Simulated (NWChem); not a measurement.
System: hydrogen fluoride (HF); SMILES F

NWChem input:

```
start job
memory heap 200 mb stack 900 mb global 1100 mb
geometry units angstroms
  F      0.000000     0.000000     0.087132
  H      0.000000     0.000000    -0.833067
end
basis spherical
  * library 3-21g
end
dft
  xc hfexch
  iterations 150
end
driver
  maxiter 120
end
task dft optimize
task dft freq
```

Excerpt of the output:

```
             Northwest Computational Chemistry Package (NWChem) 7.3.0
             --------------------------------------------------------

 ORDER OF PRIMARY AXIS IS BEING SET TO 4
 C4V symmetry detected

                             Geometry "geometry" -> ""
                             -------------------------

 Output coordinates in angstroms (scale by  1.889725989 to convert to a.u.)

  No.       Tag          Charge          X              Y              Z
 ---- ---------------- ---------- -------------- -------------- --------------
    1 F                    9.0000     0.00000000     0.00000000     0.09201990
    2 H                    1.0000     0.00000000     0.00000000    -0.82817910

 Effective nuclear repulsion energy (a.u.)       5.1756144497

      Symmetry information
      --------------------

 Group name             C4v
 Group number             18
 Group order               8
 No. of unique centers     2

                                Z-matrix (autoz)
                                --------

 Units are Angstrom for bonds and degrees for angles

      Type          Name      I     J     K     L     M      Value
      ----------- --------  ----- ----- ----- ----- ----- ----------
    1 Stretch                  1     2                       0.92020

  xc_inp: hfexch multiplicative factor not found.

                           NWChem Geometry Optimization
                           ----------------------------

 maximum gradient threshold         (gmax) =   0.000450
 rms gradient threshold             (grms) =   0.000300
 maximum cartesian step threshold   (xmax) =   0.001800
 rms cartesian step threshold       (xrms) =   0.001200
 fixed trust radius                (trust) =   0.300000
 source of zmatrix                         =   autoz

          -------------------
          Energy Minimization
          -------------------

 Using diagonal initial Hessian
 Scaling for Hessian diagonals: bonds = 1.00  angles = 0.25  torsions = 0.10

          --------
          Step   0

                                 NWChem DFT Module
                                 -----------------

 Summary of "ao basis" -> "ao basis" (spherical)
 ------------------------------------------------------------------------------
       Tag                 Description            Shells   Functions and Types
 ---------------- ------------------------------  ------  ---------------------
 F                           3-21g                   5        9   3s2p
 H                           3-21g                   2        2   2s

      Symmetry analysis of basis
      --------------------------

        a1          7
        a2          0
        b1          0
        b2          0
        e           4

            General Information
            -------------------
          SCF calculation type: DFT
          Wavefunction type:  closed shell.
          No. of atoms     :     2
          No. of electrons :    10
           Alpha electrons :     5
            Beta electrons :     5
          Charge           :     0
          Spin multiplicity:     1
          Use of symmetry is: on ; symmetry adaption is: on
          Maximum number of iterations: 150
          AO basis - number of functions:    11
                     number of shells:     7
          Convergence on energy requested:  1.00D-06
          Convergence on density requested:  1.00D-05
          Convergence on gradient requested:  5.00D-04

              XC Information
              --------------
                     Hartree-Fock (Exact) Exchange  1.000

      Superposition of Atomic Density Guess
      -------------------------------------

 Sum of atomic energies:         -99.35355516

      Non-variational initial energy
      ------------------------------

 Total energy =     -99.340587
 1-e energy   =    -149.172504
 2-e energy   =      44.656303
 HOMO         =      -0.601187
 LUMO         =       0.180427

      Symmetry analysis of molecular orbitals - initial
      -------------------------------------------------

  Numbering of irreducible representations:

     1 a1          2 a2          3 b1          4 b2          5 e

  Orbital symmetries:

     1 a1          2 a1          3 a1          4 e           5 e
     6 a1          7 a1          8 e           9 e          10 a1
    11 a1

   convergence    iter        energy       DeltaE   RMS-Dens  Diis-err
 ---------------- ----- ----------------- --------- --------- ---------
 d= 0,ls=0.0,diis     1    -99.4325393851 -1.05D+02  2.60D-02  2.46D-01
 d= 0,ls=0.0,diis     2    -99.4563564503 -2.38D-02  5.89D-03  5.75D-02
 d= 0,ls=0.0,diis     3    -99.4596309194 -3.27D-03  2.51D-03  1.11D-03
 d= 0,ls=0.0,diis     4    -99.4598774890 -2.47D-04  6.38D-04  6.66D-05
 d= 0,ls=0.0,diis     5    -99.4598888789 -1.14D-05  5.22D-05  2.04D-07
 d= 0,ls=0.0,diis     6    -99.4598889337 -5.49D-08  3.75D-06  1.42D-09

         Total DFT energy =      -99.459888933735
      One electron energy =     -150.132136068333
           Coulomb energy =       55.962753518393
    Exchange-Corr. energy =      -10.466120833492
 Nuclear repulsion energy =        5.175614449698

 Numeric. integr. density =        0.000000000000

[...]

      ----------------------
      Optimization converged
      ----------------------

  Step       Energy      Delta E   Gmax     Grms     Xrms     Xmax
  ---- ---------------- -------- -------- -------- -------- --------
@    2     -99.46021895 -6.9D-08  0.00001  0.00001  0.00013  0.00023
                                     ok       ok       ok       ok

                                Z-matrix (autoz)
                                --------

 Units are Angstrom for bonds and degrees for angles

      Type          Name      I     J     K     L     M      Value     Gradient
      ----------- --------  ----- ----- ----- ----- ----- ---------- ----------
    1 Stretch                  1     2                       0.93746    0.00001

                         Geometry "geometry" -> "geometry"
                         ---------------------------------

 Output coordinates in angstroms (scale by  1.889725989 to convert to a.u.)

  No.       Tag          Charge          X              Y              Z
 ---- ---------------- ---------- -------------- -------------- --------------
    1 F                    9.0000     0.00000000     0.00000000     0.10065173
    2 H                    1.0000     0.00000000     0.00000000    -0.83681093

 Effective nuclear repulsion energy (a.u.)       5.0803039324

      Symmetry information
      --------------------

 Group name             C4v
 Group number             18
 Group order               8
 No. of unique centers     2

                Final and change from initial internal coordinates
                --------------------------------------------------

                                Z-matrix (autoz)
                                --------

 Units are Angstrom for bonds and degrees for angles

      Type          Name      I     J     K     L     M      Value       Change
      ----------- --------  ----- ----- ----- ----- ----- ---------- ----------
    1 Stretch                  1     2                       0.93746    0.01726

 ==============================================================================
                                internuclear distances
 ------------------------------------------------------------------------------
       center one      |      center two      | atomic units |  angstroms
 ------------------------------------------------------------------------------
    2 H                |   1 F                |     1.77155  |     0.93746
 ------------------------------------------------------------------------------
                         number of included internuclear distances:          1
 ==============================================================================

[second-derivative integrals and response iterations left out]

  Vibrational analysis via the FX method

  See chapter 2 in "Molecular Vibrations" by Wilson, Decius and Cross

  Vib: Default input used

[...]

 Rotational Constants
 --------------------
 A=   0.000000 cm-1  (  0.000000 K)
 B=  20.042649 cm-1  ( 28.836257 K)
 C=  20.042649 cm-1  ( 28.836257 K)

 Temperature                      =   298.15K
 frequency scaling parameter      =   1.0000

 Linear Molecule

 Zero-Point correction to Energy  =    5.803 kcal/mol  (  0.009247 au)
 Thermal correction to Energy     =    7.283 kcal/mol  (  0.011607 au)
 Thermal correction to Enthalpy   =    7.876 kcal/mol  (  0.012551 au)

 Total Entropy                    =   41.532 cal/mol-K
   - Translational                =   34.906 cal/mol-K (mol. weight =  20.0062)
   - Rotational                   =    6.626 cal/mol-K (symmetry #  =        1)
   - Vibrational                  =    0.000 cal/mol-K

 Cv (constant volume heat capacity) =    4.966 cal/mol-K
   - Translational                  =    2.979 cal/mol-K
   - Rotational                     =    1.986 cal/mol-K
   - Vibrational                    =    0.000 cal/mol-K

[normal modes left out]

 ----------------------------------------------------------------------------
 Normal Eigenvalue ||           Projected Infra Red Intensities
  Mode   [cm**-1]  || [atomic units] [(debye/angs)**2] [(KM/mol)] [arbitrary]
 ------ ---------- || -------------- ----------------- ---------- -----------
    1       -0.000 ||    0.000000           0.000         0.000       0.000
    2       -0.000 ||    0.174981           4.037       170.580      20.162
    3       -0.000 ||    0.068481           1.580        66.759       7.891
    4        0.000 ||    0.174981           4.037       170.580      20.162
    5        0.000 ||    0.068481           1.580        66.759       7.891
    6     4061.110 ||    0.033789           0.780        32.939       3.893
 ----------------------------------------------------------------------------
```

Level: Hartree-Fock/3-21G.
